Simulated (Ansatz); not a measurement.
**BNHS (quartet): wave-function methods side by side at a displaced geometry (v2), cc-pVDZ**

How much of the correlation energy of BNHS (quartet) does each wave-function method recover here?

The runs use Ansatz 0.2.0, Gaussian basis; cc-pVDZ, core rule «outside noble gas», up to 7 orbitals frozen.

The runs, in order: UHF; CCSD(T) on ROHF; CCSD(T) on UHF; BCCD(T) on ROHF; CISD as a restricted active space (open shells left free, so some higher excitations enter); CCSDT(Q) on ROHF; CCSDT(Q) on UHF.

32 further runs of the same task are left out: 6 for a known fault of the program, 14 that didn't finish, 12 set aside as unsound or not needed. Runs told in other sessions of the task aren't counted.

### 1 What is computed

The geometry is a PBE0/def2-TZVP stationary point (not a proven minimum) with its atoms shifted at random (size 0.100 Å).

4 atoms, charge 0, spin multiplicity 4.

Atoms are counted from 1 here; the program's logs count them from 0.

Bond lengths: B1–N2 1.419 Å, B1–H4 1.186 Å, N2–S3 1.559 Å. Angles: N2–B1–H4 126.1°, B1–N2–S3 125.8°.

### 2 UHF

The input, in.yaml:

```yaml
crystal:
  periodic: [false, false, false]
  atoms:
    - {symbol: B, position_ang: [0.088864, -0.337362, 1.725215]}
    - {symbol: N, position_ang: [-0.076010, 0.444618, 0.552908]}
    - {symbol: S, position_ang: [0.000610, -0.082566, -0.912469]}
    - {symbol: H, position_ang: [0.083719, 0.066545, 2.840052]}
basis:
  gaussian: {orbitals: cc-pVDZ}
magnetization: {spin_polarized: true, initial_magnetization: 3}
hamiltonian: {xc: hf}
output: {orbitals: {seedname: orbitals}}
```

Started as:

```
$ ansatz run in.yaml --threads 1 --pin off --events-out ev --progress --plain --max-ram 2393MiB
```

Further steps of the session: CCSD(T) on ROHF; CCSD(T) on UHF; BCCD(T) on ROHF; CISD as a restricted active space (open shells left free, so some higher excitations enter); CCSDT(Q) on ROHF; CCSDT(Q) on UHF.

Q: Predict the results of all the runs planned. Wanted: UCCSDT(Q) from the RHF energy; RMP2 from UCCSDT(Q); UMP2 from UCCSDT(Q); RCCSD from UCCSDT(Q); RCCSD(T) from UCCSDT(Q); UCCSD(T) from UCCSDT(Q); RCCSDT(Q) from UCCSDT(Q); T1 diagnostic.

The runs gave:

```
                         quantity                      value
    UCCSDT(Q) from the ROHF energy                -10.4198 eV
              RMP2 from UCCSDT(Q)                 +988.2 meV
              UMP2 from UCCSDT(Q)                +1178.5 meV
             RCCSD from UCCSDT(Q)                 +449.9 meV
          RCCSD(T) from UCCSDT(Q)                  +62.4 meV
          UCCSD(T) from UCCSDT(Q)                  +65.5 meV
         RCCSDT(Q) from UCCSDT(Q)                   +1.9 meV
levels within 1 kcal/mol (43 meV)  RCCSDT, UCCSDT, RCCSDT(Q)
                    T1 diagnostic                      0.026
```

**Reading.** RCCSD(T) lands +62.4 meV from the yardstick (0.6 % of the correlation energy). These misses are within one basis, not against nature; the frozen cores of restricted and unrestricted runs differ, which can shift their rows.

With open shells the CI space here admits some higher excitations, so it is larger than plain CISD.
